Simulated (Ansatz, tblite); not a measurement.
# The cluster GeF₂−: one state, many levels

How do method and basis change the picture of the cluster GeF₂− (doublet)?

Program: Ansatz 0.2.0, Gaussian basis. Level of theory: as each input shows. These are calculated values, not measurements.

The runs, in order: GFN1-xTB, GFN2-xTB, PBE-D4/def2-TZVPD, r2SCAN-D4/def2-TZVPD, r2SCANh-D4/def2-TZVPD, B2PLYP/def2-TZVPD, HSE06-D4/def2-TZVPD, B97M-V/def2-TZVPD, LDA/def2-TZVPD, LC-ωPBE(0.10)/def2-TZVPD, LC-ωPBE(0.15)/def2-TZVPD, LC-ωPBE(0.20)/def2-TZVPD, LC-ωPBE(0.30)/def2-TZVPD, PBE-D4/def2-SVPD, PBE0-D4/def2-SVPD, HF/STO-3G, CCSD(T)/def2-TZVPPD, MP2/def2-TZVPD, RPA/def2-TZVPD.

**1. The structure**

The geometry is that of the doublet, from an earlier relaxation (PBE-D4/def2-TZVPD). At that level it is the lowest of the isomers that a small search found.

3 atoms, charge -1, spin multiplicity 2.

Bond lengths: Ge1–F2 1.872 Å, Ge1–F3 1.872 Å. Angles: F2–Ge1–F3 95.6°.

The ion is computed in the gas phase, without counter-ions or solvent.

PBE0-D4/def2-TZVPD was run before; its log isn't repeated, and its numbers join the tables.

**2. GFN1-xTB**

Tight binding, by tblite at 300 K electronic temperature and without a spin-polarisation term:

```python
tblite.interface.Calculator('GFN1-xTB', numbers, positions, charge=-1, uhf=1).singlepoint()
```

Energy -330.7457 eV; 0.002 s.

**3. GFN2-xTB**

Tight binding, by tblite at 300 K electronic temperature and without a spin-polarisation term:

```python
tblite.interface.Calculator('GFN2-xTB', numbers, positions, charge=-1, uhf=1).singlepoint()
```

Energy -317.5470 eV; 0.002 s.

**4. PBE-D4/def2-TZVPD**

start.molden holds the orbitals of an earlier run on this state, given as this run's starting guess.

Contents of in.yaml:

```yaml
crystal:
  periodic: [false, false, false]
  atoms:
    - {symbol: Ge, position_ang: [-0.686293, -0.417372, -0.240475]}
    - {symbol: F, position_ang: [-0.319427, 1.410750, -0.075180]}
    - {symbol: F, position_ang: [1.005721, -0.993377, 0.315645]}
basis:
  gaussian: {orbitals: def2-TZVPD, initial_orbitals: start.molden}
total_charge: -1
magnetization: {spin_polarized: true, initial_magnetization: 1}
hamiltonian: {xc: pbe, dispersion: d4}
scf: {omitted_lower_state_checks: [starts]}
output: {orbitals: {seedname: orbitals}}
```

The run is started by

```
$ ansatz run in.yaml --threads 4 --pin off --events-out ev --progress --plain --max-ram 3916MiB
```

After this run come: r2SCAN-D4/def2-TZVPD; r2SCANh-D4/def2-TZVPD; B2PLYP/def2-TZVPD; HSE06-D4/def2-TZVPD; B97M-V/def2-TZVPD; LDA/def2-TZVPD; LC-ωPBE(0.10)/def2-TZVPD; LC-ωPBE(0.15)/def2-TZVPD; LC-ωPBE(0.20)/def2-TZVPD; LC-ωPBE(0.30)/def2-TZVPD; PBE-D4/def2-SVPD; PBE0-D4/def2-SVPD; HF/STO-3G; CCSD(T)/def2-TZVPPD; MP2/def2-TZVPD; RPA/def2-TZVPD.

Q: Predict the results of all the runs planned. Wanted: gap in def2-TZVPD, named functionals, smallest and largest; gap over the ω; correlation energy, CCSD(T)/def2-TZVPPD; correlation energy, MP2/def2-TZVPD; ⟨S²⟩ in def2-TZVPD, named functionals, smallest and largest; PBE0 total energy, smallest basis above largest.

The runs gave:

```
                                                   quantity                             value
 gap in def2-TZVPD, named functionals, smallest and largest  0.85 eV (LDA), 3.01 eV (PBE0-D4)
                                    gap over the ω (1/bohr)    3.97 eV at 0.1, 6.89 eV at 0.3
                    correlation energy, CCSD(T)/def2-TZVPPD                         -20.93 eV
                         correlation energy, MP2/def2-TZVPD                         -20.30 eV
⟨S²⟩ in def2-TZVPD, named functionals, smallest and largest                      0.751, 0.759
            PBE0 total energy, smallest basis above largest  13.45 eV (def2-SVPD, def2-TZVPD)
```

What this shows: Orbital gaps of the named functionals in def2-TZVPD span 0.85 eV (LDA) to 3.01 eV (PBE0-D4); exact exchange widens it. Raising the ω (1/bohr) from 0.1 to 0.3 moves the HOMO by -1.64 eV and the LUMO by +1.28 eV. Over the named functionals in def2-TZVPD spin contamination reaches 0.01 (r2SCANh-D4), which is small. LDA, PBE-D4, r2SCAN-D4, B97M-V, r2SCANh-D4 put the HOMO above zero: the outermost electron is held by the basis alone.
